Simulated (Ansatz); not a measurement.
BH4OSi, SMILES [BH]O[SiH3], a search for lower mean-field states

Program: Ansatz's Python interface.

Run as a notebook:

In [1]:
```python
import warnings

import ansatz
import numpy as np

BASIS_SET = '6-31G*'
XC = 'pbe'
```

In [2]:
```python
warnings.simplefilter('ignore', ansatz.DeckWarning)

bh4osi = (
    ansatz.Crystal.molecule()
    .atom('B', (-1.3452, -0.9985, 0.418))
    .atom('O', (0.057, -1.0687, 0.4948))
    .atom('Si', (0.6328, 0.4733, 0.0061))
    .atom('H', (-1.8777, -1.2285, -0.5995))
    .atom('H', (0.2582, 0.7688, -1.3788))
    .atom('H', (0.1748, 1.5337, 0.9309))
    .atom('H', (2.1614, 0.4518, 0.083))
)
symbols = [site.symbol for site in bh4osi.cartesian_sites]
```

In [3]:
```python
start = np.array([site.position_ang for site in bh4osi.cartesian_sites])
for factor in [1.0, 1.25, 1.6]:
    xyz = (start - start.mean(axis=0)) * factor
    scaled = ansatz.Crystal.molecule()
    for symbol, place in zip(symbols, xyz):
        scaled = scaled.atom(symbol, place.tolist())
    job = (
        scaled.calculation()
        .basis(gaussian=BASIS_SET)
        .functional(XC)
        .spin('collinear', total=1)
    )
    for search in ('off', 'standard'):
        try:
            report = job.scf(lower_state_search=search).run().report
        except ansatz.AnsatzError as error:
            print(f'x{factor} search {search}: {type(error).__name__}')
            continue
        state = report['mean_field']['state']
        print(f'all distances x{factor}, search {search:8s} E = {report["free_energy_ev"]:.5f} eV  <S^2> = {abs(state["spin_squared"]):.3f}  other states met: {len(report["mean_field"]["others"])}')
```
```text
all distances x1.0, search off      E = -10656.73958 eV  <S^2> = 0.752  other states met: 0
all distances x1.0, search standard E = -10656.73958 eV  <S^2> = 0.752  other states met: 0
all distances x1.25, search off      E = -10651.47810 eV  <S^2> = 0.755  other states met: 0
all distances x1.25, search standard E = -10651.47810 eV  <S^2> = 0.755  other states met: 1
all distances x1.6, search off      E = -10641.76982 eV  <S^2> = 1.076  other states met: 0
all distances x1.6, search standard E = -10641.76982 eV  <S^2> = 1.076  other states met: 10
```

Reading the output:
- Total energies depend on the basis set; only differences at equal settings carry meaning.
- The count of other states can hold repeated and symmetry-equivalent ends of the search; scaling all distances is a test, and for more than two atoms no physical path.
- The geometry comes from a force field and isn't relaxed at this level.
- The run takes the species as open-shell (spin multiplicity 2), which needn't be its ground state.
- The expectation value of S² is noticeably off S(S+1) in at least one run, so that state is spin-contaminated.
- Timing: 20 s on 1 thread of Arm Neoverse V1, on a shared host, peak memory 0.19 GiB.
